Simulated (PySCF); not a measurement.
How the method changes the constants of SN

State: ²Π (doublet), unpaired electrons π ↑. Set-up: PySCF, no relativity, basis sets S def2-SVPD, N def2-SVPD. De refers to S + N in their high-spin ground configurations, without counterpoise correction. The functionals are run spin-unrestricted. A positive dipole means S(−)N(+). Levels whose curve was spin-contaminated or gave no clean fit are not listed.

```tsv
Level	Re (Å)	ωe (cm⁻¹)	De (eV)	μ (D)	CPU s a point (SCF and correlation, without the integrals)
ROHF	1.476	1339	0.83	-1.63	0.1
ROHF-CCSD	1.514	1222	3.69	n/a	n/a
ROHF-CCSD(T)	1.524	1184	4.05	n/a	3.4
LDA	1.508	1238	6.31	-1.79	0.48
PBE	1.521	1202	5.43	-1.68	0.62
r²SCAN	1.509	1243	4.69	-1.67	0.96
M06-L	1.508	1259	4.76	-1.63	0.95
PBE0	1.500	1282	4.67	-1.73	1.2
r²SCAN0	1.494	1300	4.14	-1.72	1.1
```

(1) Which functional lies closest to ROHF-CCSD(T) in De, which farthest, and by how much do they differ from it?

(2) What does a quarter of exact exchange do here, going from PBE to PBE0?

(3) What does the step from GGA to meta-GGA do here, going from PBE to r²SCAN?

Correlated steps freeze 6 core orbitals. Correlated levels converge slowly with the basis: in double zeta they bind strong bonds too weakly, by up to about 1 eV, and carry superposition errors of some tenths. Counting both spins, an empty level lies below a filled one in some of these solutions, because spin and occupation are held. The state was picked by a PBE0 search and need not be the measured ground state.

The whole job (state search and all levels along the bond) took about 1.8 min on 1 thread of Arm Neoverse V1 (shared host), peak memory 0.53 GiB.

Results:

(1) Closest is r²SCAN0 (-3.0 pm in Re, +9.8 % in ωe, +0.09 eV in De against ROHF-CCSD(T) in the same basis), farthest LDA (-1.6 pm in Re, +4.6 % in ωe, +2.26 eV in De). CCSD(T) converges more slowly with the basis than the functionals do and binds too weakly in this one, so the order can change at the basis-set limit.

(2) PBE0 less PBE: -2.1 pm in Re, +6.7 % in ωe, -0.76 eV in De. Exact exchange removes part of the self-interaction that spreads semilocal densities, and in most molecules shortens and stiffens the bond and lowers De; so it does here.

(3) r²SCAN less PBE: -1.2 pm in Re, +3.4 % in ωe, -0.74 eV in De.
